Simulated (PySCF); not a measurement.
Ionisation and electron attachment of hydroxymethyl

Parent: hydroxymethyl, `[CH2]O` (CH3O•, doublet). Atom numbers as in the mapped SMILES `[CH2:1][OH:2]`.

Energies: PBE0-D3(BJ)/ma-def2-TZVP (PySCF, density fitting, integration grid level 2) on GFN2-xTB structures. The prefix ma- adds one diffuse s and one diffuse p function on all atoms but H. Zero-point and thermal terms (298.15 K, 1 bar) come from unscaled GFN2-xTB harmonic frequencies, with soft modes damped to free rotors in the entropy.

Frontier levels of the parent: HOMO -5.27 eV, LUMO -0.65 eV.

Oxidation to the singlet cation:
| Property | Result |
| --- | --- |
| Vertical ionisation energy (electronic) | 8.17 eV |
| Adiabatic ionisation energy (with zero-point energy) | 7.64 eV |
| Adiabatic, electronic part | 7.60 eV |
| Vertical gap at the product's structure | 7.04 eV |
| Largest changes of atomic charge | C1 0.46, O2 0.27, H (on C1) 0.10, H (on C1) 0.09 |
| Potential in DMF | 4.63 V absolute, 0.23 V against Fc+/Fc computed at 4.40 V (solvation -20 → -313 kJ/mol) |

Vertical ionisation energy to the triplet cation: 12.84 eV. This state was not relaxed.

Reduction to the singlet anion:
| Quantity | Value |
| --- | --- |
| Vertical electron affinity (electronic) | -1.04 eV |
| Adiabatic electron affinity (with zero-point energy) | -0.48 eV |
| Adiabatic, electronic part | -0.55 eV |
| Vertical gap at the product's structure | 0.60 eV |
| Largest changes of atomic charge | C1 -0.54, O2 -0.21, H (on C1) -0.11, H (on C1) -0.11 |
| Potential in DMF | 2.31 V absolute, -2.09 V against Fc+/Fc computed at 4.40 V (solvation -20 → -290 kJ/mol) |

Vertical electron affinity to the triplet anion: -0.81 eV. The product does not keep its bonds on relaxation, so no adiabatic value is given. The value is negative, so the extra electron is not bound, and the number hangs on the basis.

Solvents are IEF-PCM continua (electrostatics only, gas-phase structures); absolute potentials refer to an electron at rest in vacuum. Fc+/Fc in DMF, 4.40 V, is PBE0-D3(BJ)/ma-def2-TZVP on PBE0-D3(BJ)/def2-SVP structures with GFN2-xTB thermal terms. Benchmark calculations put it near 5.0 V in acetonitrile and DMSO, so it is about 0.6 V low, and the value against it can read up to that much too high.

Against the Active Thermochemical Tables (version 1.112): ionisation energy to the singlet cation 7.54 (computed 7.64, error 0.10) eV.

Measured values (NIST Chemistry WebBook, evaluated or the median of agreeing entries): vertical ionisation energy 8.14 eV (computed 8.17, difference 0.03); adiabatic ionisation energy 7.56 eV (computed 7.64, difference 0.08).

Known limits: the gas-phase singlet anion comes out unbound at this level, so its gas-phase values hang on the basis; a negative vertical affinity means that the electron isn't bound at that structure, so the value and what is derived from it hang on the basis.

Run with `OMP_NUM_THREADS=1 python redox_run.py task.json out` on 1 thread of Intel Xeon 6975P-C, a shared host. Structures, frequencies and single points: 21 s of wall time.
